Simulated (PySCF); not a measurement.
Ligands exchanged one at a time, C Cl-H. All species are isolated molecules in the gas phase. Strings in code marks are SMILES.

The LUMO from two functionals at the same geometries (PBE0-D4/def2-TZVP), both in PySCF: PBE-D3(BJ)/def2-TZVP and B3LYP-D3(BJ)/def2-TZVP. B3LYP has the VWN-RPA correlation part, as in Gaussian. 

```json
[
 {"species": "0 of 4 Cl replaced by H (`ClC(Cl)(Cl)Cl`)", "PBE-D3(BJ)/def2-TZVP (eV)": "-2.52"},
 {"species": "1 of 4 Cl replaced by H", "PBE-D3(BJ)/def2-TZVP (eV)": "-1.86"},
 {"species": "2 of 4 Cl replaced by H (`ClCCl`)", "PBE-D3(BJ)/def2-TZVP (eV)": "-1.09"},
 {"species": "3 of 4 Cl replaced by H (`CCl`)", "PBE-D3(BJ)/def2-TZVP (eV)": "-0.23"},
 {"species": "4 of 4 Cl replaced by H", "PBE-D3(BJ)/def2-TZVP (eV)": "0.92"}
]
```

**Question.** What does B3LYP-D3(BJ)/def2-TZVP give for each?

**Answer.** 
- 0 of 4 Cl replaced by H (`ClC(Cl)(Cl)Cl`): -1.69
- 1 of 4 Cl replaced by H: -1.03
- 2 of 4 Cl replaced by H (`ClCCl`): -0.27
- 3 of 4 Cl replaced by H (`CCl`): 0.52
- 4 of 4 Cl replaced by H: 1.30
Over these rows, drawn at random from the members with no instability flagged (it was tested for open shells, ions and some series alone), PBE minus B3LYP-D3(BJ): mean -0.72 eV, from -0.83 eV to -0.38 eV.
